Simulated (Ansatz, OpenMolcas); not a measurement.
## Heat of formation of SiS (SMILES [Si-]#[S+]) from total energies

SiS has 2 atoms, charge 0, and is taken as a singlet. SMILES: `[Si-]#[S+]`. Geometry: the measured bond length.

```xyz
2

Si    0.0000    0.0000    0.0000
S     0.0000    0.0000    1.9293
```

Total energies at PBE0/cc-pVTZ (OpenMolcas 26.06); the atoms run unrestricted:

```
species    state  energy (Eh)
    SiS  singlet  -687.459353
     Si  triplet  -289.254019
      S  triplet  -397.980181
```

Harmonic wavenumbers at PBE0/aug-cc-pVTZ, in cm⁻¹: 760.

Measured heats of formation of the gaseous atoms at 298.15 K, in kJ/mol: Si 450.0, S 277.0. Spin-orbit lowering of the atoms at 298 K (mean of the ground term's levels less their thermal mean, from spectra), in kJ/mol: Si 0.44, S 1.88. Take 1 Eh = 2625.50 kJ/mol, 1 cm⁻¹ = 0.0119627 kJ/mol, RT = 2.479 kJ/mol.

Q: Work out the heat of formation of the gas at 298 K.

A: 
1. Electronic atomisation energy: (-289.254019) + (-397.980181) − (-687.459353) = 0.225153 Eh = 591.1 kJ/mol.
2. Zero-point energy: half the sum of the wavenumbers, 380 cm⁻¹ = 4.5 kJ/mol.
3. Thermal vibrational enthalpy, Σ hcν̃/(exp(hcν̃/kT) − 1): 0.2 kJ/mol. Translation, rotation and pV of a linear molecule: 3.5 RT = 8.7 kJ/mol.
4. The 2 free atoms carry 5/2 RT each: 12.4 kJ/mol.
5. Spin-orbit coupling lowers the free atoms by 0.44 + 1.88 = 2.3 kJ/mol.
6. Atomisation enthalpy at 298 K: 591.1 − 2.3 − 4.5 − 0.2 − 8.7 + 12.4 = 587.8 kJ/mol.
7. Sum of the atoms' heats of formation: 727.0 kJ/mol. Heat of formation: 727.0 − 587.8 = +139.2 kJ/mol.

No measured value is set beside it here. Anharmonicity and any spin-orbit splitting of the molecule are left out.
